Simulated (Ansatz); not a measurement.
# S₂F (sextet): wave-function methods side by side, cc-pVDZ

How much of the correlation energy of S₂F (sextet) does each wave-function method recover here?

Computed with Ansatz 0.2.0, Gaussian basis. Level: cc-pVDZ, core rule «outside noble gas», up to 11 orbitals frozen.

The runs, in order: UHF; CCSD(T) on ROHF; CCSD(T) on UHF; BCCD(T) on ROHF; CISD; CCSDT(Q) on ROHF; CCSDT(Q) on UHF; CASSCF and MRCISD+Q, 17 electrons in 11 orbitals; CASSCF and NEVPT2, 17 electrons in 11 orbitals.

32 further runs of the same task are left out: 16 that didn't finish, 16 set aside as unsound or not needed.

## 1. What is computed

The geometry is a PBE0/def2-TZVP stationary point (not a proven minimum) of the parent state, kept for this charge and spin.

3 atoms, charge 0, spin multiplicity 6.

Atoms are counted from 1 here; the program's logs count them from 0.

Bond lengths: F1–S2 1.740 Å, S2–S3 1.950 Å. Angles: F1–S2–S3 180.0°.

## 2. UHF

File in.yaml:

```yaml
crystal:
  periodic: [false, false, false]
  atoms:
    - {symbol: F, position_ang: [0.000000, 0.000000, 1.810100]}
    - {symbol: S, position_ang: [0.000000, 0.000000, 0.070000]}
    - {symbol: S, position_ang: [0.000000, 0.000000, -1.880100]}
basis:
  gaussian: {orbitals: cc-pVDZ}
magnetization: {spin_polarized: true, initial_magnetization: 5}
hamiltonian: {xc: hf}
output: {orbitals: {seedname: orbitals}}
```

Started as:

```
$ ansatz run in.yaml --threads 1 --pin off --events-out ev --progress --plain --max-ram 2393MiB
```

The runs that follow: CCSD(T) on ROHF; CCSD(T) on UHF; BCCD(T) on ROHF; CISD; CCSDT(Q) on ROHF; CCSDT(Q) on UHF; CASSCF and MRCISD+Q, 17 electrons in 11 orbitals; CASSCF and NEVPT2, 17 electrons in 11 orbitals.

Q: Predict the results of all the runs planned. Wanted: UCCSDT(Q) below the RHF energy; RMP2 from UCCSDT(Q); UMP2 from UCCSDT(Q); RCCSD from UCCSDT(Q); RCCSD(T) from UCCSDT(Q); UCCSD(T) from UCCSDT(Q); RCCSDT(Q) from UCCSDT(Q); NEVPT2 valence from UCCSDT(Q); MRCISD+Q valence from UCCSDT(Q).

**Answer**, as computed:

| quantity | value |
| --- | --- |
| UCCSDT(Q) below the RHF energy | -12.3330 eV |
| RMP2 from UCCSDT(Q) | +26.67 kcal/mol |
| UMP2 from UCCSDT(Q) | +30.99 kcal/mol |
| RCCSD from UCCSDT(Q) | +9.48 kcal/mol |
| RCCSD(T) from UCCSDT(Q) | +2.06 kcal/mol |
| UCCSD(T) from UCCSDT(Q) | +2.09 kcal/mol |
| RCCSDT(Q) from UCCSDT(Q) | +0.16 kcal/mol |
| NEVPT2 valence from UCCSDT(Q) | +41.52 kcal/mol |
| MRCISD+Q valence from UCCSDT(Q) | +7.17 kcal/mol |
| levels within 1 kcal/mol (43 meV) | RCCSDT, UCCSDT, RCCSDT(Q) |
| T1 diagnostic | 0.032 |
| effectively unpaired electrons | 5.00 |

RCCSD(T) lands +2.06 kcal/mol from the yardstick (0.7 % of the correlation energy). One determinant dominates. Of the multireference levels listed MRCISD+Q valence comes nearest in total energy (+7.17 kcal/mol), which doesn't show that its space is the better one. These misses are within one basis, not against nature; the frozen cores of restricted and unrestricted runs differ, which can shift their rows.
